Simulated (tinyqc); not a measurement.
A ladder of methods, and size consistency: correlation methods against full CI in the sto-3g basis, for H2O, spin multiplicity 1. Computed by the program tinyqc with PySCF. 

Geometry (angstrom):
```
atom       x        y       z
O     0.0000   0.0000  0.0000
H     0.0000   0.7800  0.7560
H     0.0000  -0.7800  0.7560
```

RHF energy of one = -74.946974 hartree

All electrons correlated; +Q is the Davidson correction (1 - c0^2) E_corr. The last columns treat two copies 100 angstrom apart as one system. FCI is the lowest singlet.

Correlation energies (hartree):
```
method   E_corr of one  share of FCI (%)  E_corr of two at 100 angstrom  two minus twice one (mhartree)
MP2           -0.05024            70.774                       -0.10047                           0.000
CISD          -0.06928            97.605                       -0.13304                           5.527
CISD+Q        -0.07229           101.838                       -0.14322                           1.349
CCSD          -0.07077            99.707                       -0.14155                           0.000
CCSD(T)       -0.07086            99.826                       -0.14171                           0.000
FCI           -0.07098           100.000                              -                               -
```

MP2 recovers 71 %, CISD 97.6 % and CCSD 99.7 % of the FCI value (c0^2 = 0.957 in CISD). MP2 and coupled cluster are size consistent, so their last column vanishes; CISD loses 5.53 mhartree, since a double excitation on each copy is a quadruple of the pair, and the Davidson correction leaves +1.35.
